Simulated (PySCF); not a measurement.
**Reproducing measurements on cyclopropenone**

**What was measured.**

NIST CCCBDB Release 22 (SRD 101), experimental dipoles lists, for the gas: dipole moment 4.39 ± 0.06 D.

The results are set against them at the end.

Cyclopropenone, C3H2O.
SMILES with atom numbers: `[O:1]=[c:2]1[cH:3][cH:4]1` (hydrogens: H5 on C3; H6 on C4)

Structure used (GFN2-xTB), in Å, numbered top down from 1:
```
atom  x, y, z in Å
O1     2.0187   -0.2740    0.0644
C2     0.8408   -0.1138    0.0243
C3    -0.4997   -0.6123   -0.0319
C4    -0.3191    0.7243   -0.0033
H5    -1.2262   -1.3936   -0.0697
H6    -0.8113    1.6714   -0.0055
```

The PySCF runs (gas phase, on this GFN2-xTB geometry; no spin–orbit coupling):

| level | job | basis functions | wall time |
| --- | --- | --- | --- |
| PBE0/pcSseg-1 | shieldings, ring-centre shieldings, charges and field gradients | 78 | 5.4 s |
| B3LYP/pcJ-1 | spin–spin couplings from 6 perturbed nuclei | 128 | 10 s |

Hardware: an Arm Neoverse N1 with one thread, shared host.

**Comparison with experiment**

**Dipole moment.** Measured: 4.39 D (NIST CCCBDB Release 22 (SRD 101), experimental dipoles).

```
        level  computed (D)  computed − measured (D)  % (from the printed values)
PBE0/pcSseg-1          4.08                    -0.31                           -7
  B3LYP/pcJ-1          4.06                    -0.33                           -8
```

Closest is PBE0/pcSseg-1 (-0.31 D), furthest B3LYP/pcJ-1 (-0.33 D); one molecule doesn't rank methods. The computed dipoles belong to one fixed geometry; measured ones are averaged over vibrations unless marked μe. Magnitudes are compared, not signs.

The geometry is computed, not the measured one. Where a level misses, the cause wasn't examined.
